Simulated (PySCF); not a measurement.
Compound: (CH3)2PPF2, C₂H₆F₂P₂.
Bonds: C1–P2, P2–C3, P2–P4, P4–F5, P4–F6. Hydrogens: H7, H8, H9 on C1; H10, H11, H12 on C3.

The same species was optimised twice, with GFN2-xTB and with PBE0-D3(BJ)/def2-SVP (PySCF), and the same property calculations (PySCF, gas phase) were run on both structures.

```tsv
coordinate	GFN2-xTB	PBE0-D3(BJ)/def2-SVP	change
P2–P4 (Å)	2.215	2.228	+0.013
P4–F6 (Å)	1.623	1.616	-0.007
P4–F5 (Å)	1.623	1.619	-0.004
C1–P2 (Å)	1.856	1.857	+0.001
P2–C3 (Å)	1.856	1.856	0.000
F5–P4–F6 (°)	94.5	99.0	+4.5
C3–P2–P4 (°)	93.7	96.0	+2.3
C1–P2–C3 (°)	98.8	100.5	+1.7
P2–P4–F5 (°)	97.2	95.9	-1.3
P2–P4–F6 (°)	97.2	97.9	+0.7
C1–P2–P4 (°)	93.6	94.2	+0.6
C1–P2–P4–F5 (°)	83	72	-11
```

Rotational constants: A = 3348, B = 1790, C = 1359 MHz (GFN2-xTB) against A = 3268, B = 1792, C = 1337 MHz (PBE0-D3(BJ)/def2-SVP). Atoms that the bonding makes alike are paired by their places after alignment.

On the GFN2-xTB structure: HOMO (eV) -6.89 [PBE0/pcSseg-1]; LUMO (eV) -0.83 [PBE0/pcSseg-1]; dipole (D) 3.22 [PBE0/pcSseg-1]; GIAO shielding of C1/C3 (mean) (ppm) 178.9 [PBE0/pcSseg-1]; GIAO shielding of P2 (ppm) 391.1 [PBE0/pcSseg-1]; GIAO shielding of P4 (ppm) -20.2 [PBE0/pcSseg-1]; GIAO shielding of F5/F6 (mean) (ppm) 291.3 [PBE0/pcSseg-1].

What do these properties become on the PBE0-D3(BJ)/def2-SVP structure?

```tsv
property	level	on GFN2-xTB	on PBE0-D3(BJ)/def2-SVP	change
HOMO (eV)	PBE0/pcSseg-1	-6.89	-6.78	+0.11
LUMO (eV)	PBE0/pcSseg-1	-0.83	-0.60	+0.23
dipole (D)	PBE0/pcSseg-1	3.22	3.01	-0.21
energy, GFN2-xTB geometry as zero (kcal/mol)	PBE0/pcSseg-1	0.0	-0.9	-0.9
GIAO shielding of C1/C3 (mean) (ppm)	PBE0/pcSseg-1	178.9	177.0	-1.9
GIAO shielding of P2 (ppm)	PBE0/pcSseg-1	391.1	380.3	-10.8
GIAO shielding of P4 (ppm)	PBE0/pcSseg-1	-20.2	-12.3	+7.9
GIAO shielding of F5/F6 (mean) (ppm)	PBE0/pcSseg-1	291.3	291.5	+0.2
```

The heavy atoms differ by 0.090 Å rms after alignment (one structure mirrored). Among bonds between heavy atoms P2–P4 changes most (+0.013 Å). Changes are differences of the printed values. Neither structure is proved a minimum here.

The values belong to the conformer `[CH3:1][P:2]([CH3:3])[P:4]([F:5])[F:6]`: C1–P2–P4–F5 72°.
